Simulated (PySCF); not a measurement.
Reaction (SMILES): C=CC → C=[C-]C + H+
B3LYP-D3(BJ)/def2-TZVP geometries, fixed; electronic energies without zero-point terms.

Effect of the SCF energy threshold at HF/aug-cc-pVTZ with PySCF, against the last row, where the deprotonation energy is 422.50 kcal/mol. The proton leaves the site shown, which need not be the most acidic.

```csv
setting,"SCF cycles, largest species",largest shift of a total energy (mEh),shift of the deprotonation energy (kcal/mol)
conv_tol: 1e-4,5,0.002,0.001
conv_tol: 1e-5,6,0.000,0.000
conv_tol: 1e-6,7,0.000,0.000
conv_tol: 1e-7,8,0.000,0.000
conv_tol: 1e-11,11,0.000,0.000
```

Within 0.02 kcal/mol in the deprotonation energy: conv_tol: 1e-4; conv_tol: 1e-5; conv_tol: 1e-6; conv_tol: 1e-7. The largest shift is 0.002 mEh in a total energy and 0.001 kcal/mol in the difference.
